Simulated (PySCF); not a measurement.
Saddle point of C2H8Si, singlet (C₂H₈Si (C[SiH2]C) → CH₄Si ([CH3][SiH]) + CH₄; bonds formed: C2–H3; bonds broken: Si1–C2, Si1–H3), PBE0-D4/def2-TZVP structure:

```
atom    x (Å)    y (Å)    z (Å)
 Si1  -1.1537   0.2068  -0.2423
  C2   0.4262  -1.3804  -0.2096
  H3  -0.5999  -0.8640  -1.1687
  H4  -1.6909  -0.4189   1.0007
  C5   0.0575   1.5862   0.1936
  H6  -0.0034  -2.3595  -0.0095
  H7   1.1329  -1.4242  -1.0388
  H8   0.9260  -0.9851   0.6729
  H9   0.7681   1.7236  -0.6256
 H10  -0.4795   2.5300   0.3161
 H11   0.6167   1.3859   1.1113
```

Energies are electronic, without zero-point energy. Barriers and step energies count from the start structure reached by relaxing down the imaginary mode; all methods use the PBE0-D4 structures, on which another method's saddle can fall below an end. PySCF 2.14 with density fitting (its default auxiliary sets; JK sets also for MP2 and CCSD(T)); basis: def2-TZVPP, with def2-QZVPP for the basis limit; cores frozen in the correlated methods. B3LYP uses VWN-RPA correlation. Extrapolation: Hartree–Fock as exp(−7.88 √X), correlation as X^−2.97.

```tsv
method	barrier (eV)	step energy (eV)
SPW92	2.789	2.320
PBE-D4	2.873	2.180
r2SCAN-D4	?	2.394
PBE0-D4	?	2.327
B3LYP-D4	?	2.190
BHLYP-D4	3.525	2.335
wB97M-V	3.294	2.238
HF	4.029	2.372
MP2	3.322	2.411
CCSD	3.410	2.267
CCSD(T)	3.272	2.256
```

Task: Fill in the withheld barriers. (Judge from chemistry; the value comes from the calculation.)

Result: By the calculation: r2SCAN-D4 3.102; PBE0-D4 3.158; B3LYP-D4 3.186 eV. Each is the energy of the saddle less that of the start structure, by the same method.

For comparison, the barrier by CCSD(T) at an estimated basis limit (MP2 extrapolated from triple and quadruple zeta, plus CCSD(T) − MP2 in triple zeta) is 3.259 eV.

T1 diagnostic: at most 0.014. The restricted Hartree–Fock reference is unstable towards an unrestricted one at one or more of these structures.

Losses and insertions of silylenes and their heavier kin drive the gas-phase chemistry of silicon and germanium vapour deposition.

Labels in which every atom is bracketed show which atoms are joined, not bond orders.

For scale, one of the runs: CCSD(T)/def2-TZVPP, 216 basis functions, launched by `OMP_NUM_THREADS=4 python run.py`. The run took 11 min on 4 CPU threads of an Intel Xeon (shared host), with 2.9 GiB of host memory at its peak.
